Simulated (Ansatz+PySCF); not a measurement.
Values are calculated unless marked as measured or tabulated.
## Several solutions for singlet C₂H₄ in separate pieces

| atom | x (Å) | y (Å) | z (Å) |
| --- | --- | --- | --- |
| C | 0.0000 | 0.0000 | -0.6653 |
| C | 0.0000 | 0.0000 | 3.3266 |
| H | 0.0000 | -0.9311 | -1.2403 |
| H | 0.0000 | 0.9311 | -1.2403 |
| H | 0.0000 | -0.9311 | 3.9016 |
| H | 0.0000 | 0.9311 | 3.9016 |

Basis set: STO-3G (spherical functions). Charge 0, multiplicity 1.

UHF was run from several starts with Ansatz (development build ahead of 0.2.0) and PySCF 2.14.0.

```tsv
run	program	start	converged	energy (hartree)	<S²>
A	PySCF	guess minao, instabilities followed	yes	-76.72211	0.00
B	PySCF	guess 1e, instabilities followed	yes	-76.79953	1.68
C	Ansatz	stability test followed	yes	-76.79953	1.68
D	PySCF	guess atom, instabilities followed	yes	-76.79954	1.68
E	PySCF	guess huckel, instabilities followed	yes	-76.79953	1.68
F	PySCF	program defaults	yes	-76.72211	0.00
G	Ansatz	search for the lowest state	yes	-76.86841	2.03
H	Ansatz	atomic start, no search	yes	-76.72211	0.00
```

(1) Which runs reached the lowest solution of this kind, and what is wrong with the others?

Results:

(1) G reached the lowest solution found. Converged but too high: A by 3.98 eV, B by 1.87 eV, C by 1.87 eV, D by 1.87 eV, E by 1.87 eV, F by 3.98 eV, H by 3.98 eV. Convergence only shows a stationary point, and even a stable one can lie too high; stability tests and further starts are what find lower ones. Caution: the unrestricted determinant is a mixture of spin states. Caution: the determinant breaks the point group.
